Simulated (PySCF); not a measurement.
# C3H4O (Cyclopropanone): the cost of one run

The runs use PySCF 2.14.0, with density-fitted response routines of our own; the level of theory stands in each step. All values are computed, except where a source is named. Atoms count from 0, in the outputs and in this text.

### 1 The molecule as given

8 atoms, charge 0, multiplicity 1; geometry from: MMFF94s. The atoms were then displaced at random by about 0.03 Å, so the start is not that level's minimum.

Bonds of the start (Å): O0–C1 1.11, C1–C2 1.36, C2–C3 1.49, C3–C1 1.40, C2–H4 1.11, C2–H5 1.12, C3–H6 1.12, C3–H7 1.09.

### 2 Optimising the geometry at PBE0-D3(BJ)/def2-SVP

What the job is given:

```
{"job": {"xc": "PBE0", "basis": "def2-SVP", "d3": "d3bj", "grid": 1, "shake": 0.03, "kind": "geom"}, "charge": 0, "multiplicity": 1}
O     -1.215270     1.500480     0.135680
C     -0.538570     0.630800     0.043840
C      0.767200     0.251010     0.040760
C     -0.331680    -0.740990    -0.115540
H      1.411410     0.472810    -0.836580
H      1.326230     0.298720     1.010610
H     -0.690310    -1.364710     0.738050
H     -0.590770    -1.133770    -1.100520
```

Started as:

```bash
> OMP_NUM_THREADS=1 python probes_run.py task.json out
```

This one command runs all jobs of the session in turn.

**Question.** How long does this first job take on 1 thread of Arm Neoverse V1, shared host, and how much memory does it need?

About 14 s, with a peak of 0.32 GiB.
